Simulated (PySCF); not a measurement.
PySCF input:

```python
from pyscf import gto, scf, mp, cc as ccmod

mol = gto.M(
    atom='''
    F     0.00000000    0.00000000    0.00000000
    ''',
    basis='cc-pvdz',
    charge=-1,
    spin=0,
    verbose=4,
)

mf = scf.RHF(mol)
mf.conv_tol = 1e-10
mf.max_cycle = 100
mf.kernel()
mp2 = mp.MP2(mf, frozen=1).run()
cc = ccmod.CCSD(mf, frozen=1)
cc.max_cycle = 100
cc.kernel()
et = cc.ccsd_t()
print(f'E(CCSD(T)) = {cc.e_tot + et:.9f}')
```

Problem. Which total energy does the run end on?

Solution. -99.55845 Eh (CCSD(T)/cc-pVDZ).
